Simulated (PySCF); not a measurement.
**O: electron affinity**

O⁻ [He] 2s2 2p5 (2P) → O [He] 2s2 2p4 (3P), as a difference of total energies. Computed with PySCF 2.14 in def2-QZVPPD, with the non-relativistic Hamiltonian (point nucleus). Correlated levels: valence: 1s2 frozen. The calculations carry no spin-orbit coupling.

```
           method  electron affinity (eV)  error (eV)
              UHF                  -0.576      -2.037
    MP2 (valence)                   1.444      -0.017
SCS-MP2 (valence)                   1.418      -0.043
   CCSD (valence)                   1.202      -0.259
CCSD(T) (valence)                   1.356      -0.105
```

Reference: 1.461 eV (measured; photodetachment measurements, as compiled on the Wikipedia data page of electron affinities).

Errors of the correlated levels include the incompleteness of this basis and the frozen core.

A negative affinity means that the anion lies above the atom at that level of theory.
